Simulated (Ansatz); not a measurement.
Ansatz (an electronic-structure program) input (CCSD(T)/aug-cc-pVDZ):

Ansatz 0.2 input:
```yaml
crystal:
  periodic: [false, false, false]
  atoms:
    - {symbol: C, position_ang: [-0.00105023, -0.00044593, 0.21807837]}
    - {symbol: C, position_ang: [-0.00682676, -0.00289863, 1.41756777]}
    - {symbol: C, position_ang: [0.00595226, 0.00252732, -1.23597935]}
    - {symbol: H, position_ang: [-0.01194066, -0.00506999, 2.47946412]}
    - {symbol: H, position_ang: [0.01516829, 1.02317495, -1.62370089]}
    - {symbol: H, position_ang: [0.88736845, -0.51296496, -1.62264162]}
    - {symbol: H, position_ang: [-0.87904773, -0.50023658, -1.63112234]}
basis:
  gaussian:
    orbitals: aug-cc-pVDZ
magnetization: {spin_polarized: false}
correlation: {method: ccsd_t, electrons: outside_noble_gas}
output: {forces: true}
```

End of the output:

```
mean field evaluation 4: about -3153.1804 eV, gradient 2.8e0 eV
mean field evaluation 8: about -3153.2071 eV, gradient 3.6e-2 eV
mean field evaluation 16: about -3153.2070 eV, gradient 3.7e-2 eV
mean field -3153.20709735 eV, -115.8782235072 hartree, gradient 5.8e-6 eV, S^2 0.000000; 0 other end points of the search recorded, 0 dependent functions left out
3 core orbitals not correlated
reference -3153.20709735 eV, -115.8782235072 hartree; 8, 8 occupied and 94, 94 virtual orbitals, 1052 factors
densities: 0.69 GiB planned
second order -11.10523943 eV of doubles, -0.00000000 eV of singles
coupled cluster: 0.44 GiB planned
cycle   1  -11.46003745 eV  change   -3.5e-1 eV  update   7.7e-2
cycle   2  -11.79606079 eV  change   -3.4e-1 eV  update   2.5e-2
cycle   3  -11.86621645 eV  change   -7.0e-2 eV  update   1.1e-2
cycle   4  -11.87108813 eV  change   -4.9e-3 eV  update   3.4e-3
cycle   5  -11.87264381 eV  change   -1.6e-3 eV  update   1.0e-3
cycle   6  -11.87271557 eV  change   -7.2e-5 eV  update   2.7e-4
cycle   7  -11.87277688 eV  change   -6.1e-5 eV  update   6.9e-5
cycle   8  -11.87281311 eV  change   -3.6e-5 eV  update   2.2e-5
cycle   9  -11.87281002 eV  change    3.1e-6 eV  update   6.0e-6
cycle  10  -11.87280797 eV  change    2.0e-6 eV  update   1.6e-6
perturbative correction -0.47737046 eV, -0.0175430407 hartree
the calculation of the forces begins
Total energy: -3165.55727578 eV, -116.3320841931 hartree
Atom 0 at    -0.001050    -0.000446     0.218078 Å, force     0.011559     0.004908    -2.400193 eV/Å
Atom 1 at    -0.006827    -0.002899     1.417568 Å, force    -0.013377    -0.005680     2.777714 eV/Å
Atom 2 at     0.005952     0.002527    -1.235979 Å, force     0.002688     0.001141    -0.558264 eV/Å
Atom 3 at    -0.011941    -0.005070     2.479464 Å, force    -0.002891    -0.001227     0.600279 eV/Å
Atom 4 at     0.015168     1.023175    -1.623701 Å, force     0.003649     0.413817    -0.138986 eV/Å
Atom 5 at     0.887368    -0.512965    -1.622642 Å, force     0.357310    -0.209060    -0.138556 eV/Å
Atom 6 at    -0.879048    -0.500237    -1.631122 Å, force    -0.358939    -0.203899    -0.141995 eV/Å
Dipole moment:     0.000720     0.000306    -0.149603 e Å
```
